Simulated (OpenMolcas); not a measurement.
# One shape, several levels: [NH4]+ (ammonium)

Aim: a comparison of 6 runs (M06-2X/STO-3G, SVWN5/STO-3G, UB3LYP/STO-3G, r2SCAN/STO-3G, ACPF/STO-3G, CCSD(T)/STO-3G) of [NH4]+ (ammonium). 

Program for the calculation: OpenMolcas 26.06.

1 further run of the same task is left out (set aside as unsound or not needed).

**1. Starting point**

[NH4]+: 5 atoms, total charge +1, spin state singlet. As SMILES, `[NH4+]`. The N1–H4 distance was set to 1.544 Å, away from the relaxed value. At this shape a bond of the SMILES string is far longer than usual.

Bond lengths: N1–H2 1.030 Å, N1–H3 1.029 Å, N1–H5 1.030 Å. Angles: H2–N1–H3 109.5°, H2–N1–H5 109.5°, H3–N1–H5 109.4°.

**2. A single-point energy at M06-2X/STO-3G (run 1)**

Input file calc.inp:

```
>>> EXPORT MOLCAS_PRINT=2

&GATEWAY
  BasLib
  $CurrDir
  Coord
  5
  angstrom
  N       -0.011920       0.318758       0.404105
  H        0.443870      -0.132012       1.209765
  H       -0.989900       0.536248       0.640665
  H        0.024080      -0.637350      -0.808220
  H        0.485880       1.189188       0.170145
  Basis
  STO-3G
  Group
  NoSym

&SEWARD
  GridInput
  Grid=UltraFine
  End of Grid

&SCF
  Charge
  1
  KSDFT
  M062X
  Thresholds
  1e-10 1e-07 1e-07 1e-05
  PrOrbitals
  1 1
```

The basis set STO-3G is read from a file made from the Basis Set Exchange's data (not shown).

On the command line:

```console
$ export MOLCAS_MEM=1860
$ pymolcas calc.inp > calc.log
```

Log:

```text
--- Start Module: gateway ---
[...]
--- Stop Module: gateway /rc=_RC_ALL_IS_WELL_ ---
--- Start Module: seward ---
[...]
      Basis functions            9
--- Stop Module: seward /rc=_RC_ALL_IS_WELL_ ---
--- Start Module: scf ---
[...]
       Convergence after  12 Iterations
[...]
::    Total KS-DFT energy                             -56.0964507452
[...]
      Total spin, S                                     0.0000000000
[...]
      Total electronic charge=   10.000000
      Total            charge=    1.000000
[...]
      Dipole Moment (debye):
      Origin of the operator (angstrom)=   -0.0113    0.3009    0.3815
                   X=  2.4557E-02               Y= -6.6313E-01               Z= -8.4031E-01           Total=  1.0707E+00
      Center of Charge (angstrom)
[...]
--- Stop Module: scf /rc=_RC_ALL_IS_WELL_ ---
[...]
```

Wall time 4.8 s (1 thread of Arm Neoverse V2, shared host); peak memory 0.36 GiB.

**3. The energy at SVWN5/STO-3G (run 2)**

Input file calc.input:

```
&gateway
 baslib
 $CurrDir
 coord
 5
 angstrom
 N       -0.011920       0.318758       0.404105
 H        0.443870      -0.132012       1.209765
 H       -0.989900       0.536248       0.640665
 H        0.024080      -0.637350      -0.808220
 H        0.485880       1.189188       0.170145
 basis
 STO-3G
 group
 NoSym

&seward
 gridinput
 Grid=UltraFine
 End of Grid

&scf
 charge
 1
 ksdft
 SVWN5
 thresholds
 1e-10 1e-07 1e-07 1e-05
 prorbitals
 1 1
```

The basis set STO-3G is read from a file made from the Basis Set Exchange's data (not shown).

On the command line:

```console
$ export MOLCAS_MEM=1860
$ pymolcas calc.input > calc.log
```

Log:

```text
--- Start Module: gateway ---
[...]
--- Stop Module: gateway /rc=_RC_ALL_IS_WELL_ ---
--- Start Module: seward ---
[...]
      Basis functions            9
--- Stop Module: seward /rc=_RC_ALL_IS_WELL_ ---
--- Start Module: scf ---
[...]
       Convergence after  13 Iterations
[...]
::    Total KS-DFT energy                             -55.6274756995
[...]
      Total spin, S                                     0.0000000000
[...]
      Total electronic charge=   10.000000
      Total            charge=    1.000000
[...]
      Dipole Moment (debye):
      Origin of the operator (angstrom)=   -0.0113    0.3009    0.3815
                   X=  2.1182E-02               Y= -5.7440E-01               Z= -7.2776E-01           Total=  9.2737E-01
      Center of Charge (angstrom)
[...]
--- Stop Module: scf /rc=_RC_ALL_IS_WELL_ ---
[...]
```

It took 4.2 s on 1 thread of Arm Neoverse V2, shared host; peak memory 0.36 GiB.

**4. A single-point energy at UB3LYP/STO-3G (run 3)**

Input file calc.inp:

```
&GATEWAY
BasLib=$CurrDir
Coord
5
angstrom
N       -0.011920       0.318758       0.404105
H        0.443870      -0.132012       1.209765
H       -0.989900       0.536248       0.640665
H        0.024080      -0.637350      -0.808220
H        0.485880       1.189188       0.170145
Basis=STO-3G
Group=NoSym
&SEWARD
GridInput
Grid=UltraFine
End of Grid
&SCF
UHF
Charge=1
KSDFT=B3LYP
Thresholds=1e-10 1e-07 1e-07 1e-05
Scramble=0.25
PrOrbitals=1 1
```

The basis set STO-3G is read from a file made from the Basis Set Exchange's data (not shown).

On the command line:

```console
$ export MOLCAS_MEM=1860
$ pymolcas calc.inp > calc.log
```

Log:

```text
--- Start Module: gateway ---
[...]
--- Stop Module: gateway /rc=_RC_ALL_IS_WELL_ ---
--- Start Module: seward ---
[...]
      Basis functions            9
--- Stop Module: seward /rc=_RC_ALL_IS_WELL_ ---
--- Start Module: scf ---
[...]
       Convergence after  16 Iterations
[...]
::    Total KS-DFT energy                             -56.1124541467
[...]
      Total spin, S                                    -0.0000000000
[...]
      Total electronic charge=   10.000000
      Total            charge=    1.000000
[...]
      Dipole Moment (debye):
      Origin of the operator (angstrom)=   -0.0113    0.3009    0.3815
                   X=  2.1579E-02               Y= -5.8431E-01               Z= -7.4034E-01           Total=  9.4339E-01
      Center of Charge (angstrom)
[...]
--- Stop Module: scf /rc=_RC_ALL_IS_WELL_ ---
[...]
```

Run time: 6.3 s. Hardware: 1 thread of Arm Neoverse V2, shared host; peak memory 0.37 GiB.

Runs 4 to 5 aren't shown in full; the table further down has their settings and results.

**5. The energy at CCSD(T)/STO-3G (run 6)**

Input file calc.inp:

```
&GATEWAY
 BASLIB=$CurrDir
 COORD
 5
 angstrom
 N       -0.011920       0.318758       0.404105
 H        0.443870      -0.132012       1.209765
 H       -0.989900       0.536248       0.640665
 H        0.024080      -0.637350      -0.808220
 H        0.485880       1.189188       0.170145
 BASIS=STO-3G
 GROUP=NoSym

&SEWARD

&SCF
 CHARGE=1
 THRESHOLDS=1e-10 1e-07 1e-07 1e-05
 PRORBITALS=1 1

&RASSCF
 FILEORB=$Project.ScfOrb
 SPIN=1
 NACTEL=0 0 0
 INACTIVE=5
 RAS2=0
 OUTORBITALS=Canonical
 ORBLISTING=Nothing

&MOTRA
 JOBIPH
 FROZEN=1

&CCSDT
 CCT
 TRIPLES=2
 ITERATIONS=80
 ACCURACY=1e-08
 EXTRAPOLATION=5 4
```

The basis set STO-3G is read from a file made from the Basis Set Exchange's data (not shown).

On the command line:

```console
$ export MOLCAS_MEM=1860
$ pymolcas calc.inp > calc.log
```

Log:

```text
--- Start Module: gateway ---
[...]
--- Stop Module: gateway /rc=_RC_ALL_IS_WELL_ ---
[...]
      Basis functions            9
[...]
       Convergence after  12 Iterations
[...]
::    Total SCF energy                                -55.7542346278
[...]
      Total spin, S                                     0.0000000000
[...]
      Number of active orbitals                  0
[...]
      Spin quantum number                      0.0
[...]
      Active orbitals                            0
[...]
      Number of CSFs                             1
[...]
      Number of root(s) required                 1
[...]
      Convergence after  4 iterations
[...]
      Natural orbitals and occupation numbers for root  1
      ************************************************************************************************************************
      *                                                    Final results                                                     *
      ************************************************************************************************************************
[...]
::    RASSCF root number  1 Total energy:    -55.75423463
[...]
      Total electronic charge=   10.000000
      Total            charge=    1.000000
[...]
      Dipole Moment (debye):
      Origin of the operator (angstrom)=   -0.0113    0.3009    0.3815
                   X=  2.9268E-02               Y= -7.8699E-01               Z= -9.9736E-01           Total=  1.2708E+00
      Center of Charge (angstrom)
[...]
--- Start Module: motra ---
[...]
--- Stop Module: motra /rc=_RC_ALL_IS_WELL_ ---
--- Start Module: ccsdt ---
[...]
      Convergence after                    13  Iterations
      Total energy (diff) :     -55.86088877       0.00000001
[...]
 METHOD                       : CCSD+T(CCSD)+<T3(1)WT1> = CCSD(T)
[...]
       CCSD     =       -55.8608887716961
[...]
```

Run time: 2.1 s. Hardware: 1 thread of Arm Neoverse V2, shared host; peak memory 0.37 GiB.

**6. Overview of the runs**

| run | level | scramble | integration grid | energy (Eh) | HOMO energy (eV) | LUMO energy (eV) | HOMO–LUMO gap (eV) | wall time |
| --- | --- | --- | --- | --- | --- | --- | --- | --- |
| 1 | M06-2X/STO-3G | – | UltraFine | -56.096451 | -20.26 | -5.83 | 14.43 | 4.8 s |
| 2 | SVWN5/STO-3G | – | UltraFine | -55.627476 | -17.33 | -8.25 | 9.08 | 4.2 s |
| 3 | UB3LYP/STO-3G | 0.25 | UltraFine | -56.112454 | -18.72 | -7.64 | 11.08 | 6.3 s |
| 4 | r2SCAN/STO-3G | – | UltraFine | -56.084405 | -17.85 | -8.32 | 9.53 | 5.1 s |
| 5 | ACPF/STO-3G | – | – | -55.861855 | -22.35 | -2.22 | 20.13 | 1.6 s |
| 6 | CCSD(T)/STO-3G | – | – | -55.861579 | -22.35 | -2.22 | 20.13 | 2.1 s |

**7. What came out**

| quantity | value |
| --- | --- |
| run 6: total energy | -55.86158 Eh |
| run 6: HOMO energy (Hartree–Fock orbitals) | -22.35 eV |
| run 6: LUMO energy (Hartree–Fock orbitals) | -2.22 eV |
| run 6: HOMO–LUMO gap (Hartree–Fock orbitals) | 20.13 eV |
| run 6: correlation energy (1 core orbital frozen) | -107.3 mEh |
| run 6: (T) correction | -0.69 mEh |

What this shows: Over runs 1, 2, 3, 4 the HOMO–LUMO gap runs from 9.08 eV (SVWN5/STO-3G) to 14.43 eV (M06-2X/STO-3G). Totals of different functionals can't be ranked against each other. In runs 1, 2, 3, 4, 5, 6 the basis is minimal, so the values are rough. All runs together took 24 s, the longest 6.3 s.
